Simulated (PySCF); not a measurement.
# How well do the runs reproduce experiment for C2H3F?

**Measured values to compare with.**

From NIST CCCBDB Release 22 (SRD 101), experimental dipoles, for the gas: dipole moment (microwave Stark effect) 1.43 D.

The runs below try to reproduce these values; the comparison stands at the end.

C₂H₃F.
SMILES with atom numbers: `[CH2:1]=[CH:2][F:3]` (hydrogens: H4, H5 on C1; H6 on C2)

Geometry (PBE0-D3(BJ)/def2-SVP, Å), atoms numbered from 1 in this order:
```xyz
6
C2H3F angstrom
C     -0.3475   -0.1273    0.5993
C      0.3142    0.1725   -0.5098
F      0.5531   -0.7154   -1.4694
H     -0.7307   -1.1347    0.7743
H     -0.5129    0.6445    1.3515
H      0.7238    1.1603   -0.7459
```

Runs made with PySCF (gas phase, on this PBE0-D3(BJ)/def2-SVP geometry; no spin–orbit coupling):

```csv
level,job,basis functions
"PBE0-D3(BJ)/def2-SVP, grid level 1",geometry optimisation from an MMFF94s start,57
PBE0/pcSseg-1,"shieldings, charges and field gradients",66
B3LYP/pcJ-1,spin–spin couplings from 6 perturbed nuclei,111
```

## Comparison

**Dipole moment.** Measured: 1.43 D (NIST CCCBDB Release 22 (SRD 101), experimental dipoles).

```tsv
level	computed (D)	computed − measured (D)	% (from the printed values)
PBE0-D3(BJ)/def2-SVP	1.26	-0.17	-12
PBE0/pcSseg-1	1.34	-0.09	-6
B3LYP/pcJ-1	1.35	-0.08	-6
```

Closest is B3LYP/pcJ-1 (-0.08 D), furthest PBE0-D3(BJ)/def2-SVP (-0.17 D); one molecule doesn't rank methods. All 3 levels lie below the measurement. The computed dipoles belong to one fixed geometry; measured ones are averaged over vibrations unless marked μe. Magnitudes are compared, not signs.

No measured geometry was used, and the causes of the misses weren't examined.
